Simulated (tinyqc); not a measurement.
Inside a calculation. Method: MP2 on RHF in the sto-3g basis, frozen core, for HF, spin multiplicity 1. One step of it, computed by the program tinyqc.

Task: Orthogonalisation. S = U s U^T; symmetric (Loewdin) form X = U s^(-1/2) U^T, so that X^T S X = 1.

overlap S, lower triangle:
```
,1F 1s,1F 2s,1F 2px,1F 2py,1F 2pz,2H 1s
1F 1s,1.000000
1F 2s,0.237990,1.000000
1F 2px,0.000000,0.000000,1.000000
1F 2py,0.000000,0.000000,0.000000,1.000000
1F 2pz,0.000000,0.000000,0.000000,0.000000,1.000000
2H 1s,0.054897,0.478913,0.000000,0.000000,0.363969,1.000000
```

Give: eigenvalues of S; X.

Result:

eigenvalues of S: 0.382  0.846  1.000  1.000  1.121  1.650

X, lower triangle:
```
,1F 1s,1F 2s,1F 2px,1F 2py,1F 2pz,2H 1s
1F 1s,1.023
1F 2s,-0.135,1.146
1F 2px,0.000,0.000,1.000
1F 2py,0.000,0.000,0.000,1.000
1F 2pz,-0.008,0.092,0.000,0.000,1.069
2H 1s,0.024,-0.322,0.000,0.000,-0.241,1.189
```
